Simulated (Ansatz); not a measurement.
The input, for Ansatz 0.2.0:

```yaml
crystal:
  periodic: [false, false, false]
  atoms:
    - {symbol: Si, position_ang: [0.000000, 0.032451, 1.129510]}
    - {symbol: Si, position_ang: [0.000000, -0.081251, -1.258412]}
    - {symbol: H, position_ang: [0.000000, 1.366573, 1.790713]}
    - {symbol: H, position_ang: [1.197704, -0.720972, 1.609075]}
    - {symbol: H, position_ang: [-1.197704, -0.720972, 1.609075]}
    - {symbol: H, position_ang: [0.000000, 1.435141, -1.417119]}
basis:
  gaussian: {orbitals: cc-pVDZ}
total_charge: 1
magnetization: {spin_polarized: false, initial_magnetization: 1}
correlation: {method: bccd_t, electrons: outside_noble_gas}
```

```sh
$ ansatz run in.yaml --threads 1 --pin off --events-out ev --progress --plain --max-ram 2393MiB
```

Log:

```
539 factors; integrals over basis functions are off by at most 1.3e-3 eV
mean field evaluation 1: about -15776.1214 eV, gradient 1.4e1 eV
mean field evaluation 2: about -15776.1238 eV, gradient 1.4e1 eV
mean field evaluation 4: about -15777.7412 eV, gradient 1.7e0 eV
mean field evaluation 8: about -15777.7882 eV, gradient 7.1e-3 eV
mean field evaluation 16: about -15777.7397 eV, gradient 1.7e0 eV
mean field evaluation 32: about -15773.5544 eV, gradient 3.0e0 eV
mean field evaluation 64: about -15775.6259 eV, gradient 4.6e0 eV
mean field -15777.78816793 eV, -579.8230206026 hartree, gradient 1.9e-6 eV, S^2 0.750000; 1 other end points of the search recorded, 0 dependent functions left out
mean field evaluation 96: about -15777.8847 eV, gradient 2.2e-1 eV
determinant -15777.78816793 eV, -579.8230206026 hartree, with singles and doubles -15783.48938671 eV, -580.0325365281 hartree
determinant -15775.38286006 eV, -579.7346271685 hartree, with singles and doubles -15781.41912542 eV, -579.9564558292 hartree
10 core orbitals not correlated: weight in the atoms' cores, before any rotation towards them, 1.000 or more for the frozen orbitals, at most 0.000 for the correlated occupied ones
reference -15777.78816793 eV, -579.8230206026 hartree; 6, 5 occupied and 40, 41 virtual orbitals, 539 factors
second order -4.41617158 eV of doubles, -0.04799354 eV of singles
cycle   1  -5.70419639 eV  change   -3.0e-3 eV  update   8.1e-3
cycle   2  -5.70143386 eV  change    2.8e-3 eV  update   4.2e-3
cycle   3  -5.70037292 eV  change    1.1e-3 eV  update   3.1e-3
cycle   4  -5.70101247 eV  change   -6.4e-4 eV  update   2.0e-3
cycle   5  -5.70195728 eV  change   -9.4e-4 eV  update   1.1e-3
cycle   6  -5.70195085 eV  change    6.4e-6 eV  update   5.1e-4
cycle   7  -5.70205569 eV  change   -1.0e-4 eV  update   2.2e-4
cycle   8  -5.70206025 eV  change   -4.6e-6 eV  update   8.6e-5
cycle   9  -5.70202079 eV  change    3.9e-5 eV  update   4.0e-5
cycle  10  -5.70200865 eV  change    1.2e-5 eV  update   1.8e-5
cycle  11  -5.70200959 eV  change   -9.4e-7 eV  update   8.1e-6
perturbative correction -0.15223982 eV, -0.0055947102 hartree
Total energy: -15783.64241734 eV, -580.0381603003 hartree
```

For the same geometry and basis UCCSDT(Q) lies 43.5 meV lower.

Ran on 1 thread of Arm Neoverse V2, shared host: 2.5 s wall, 0.2 GiB peak host memory.
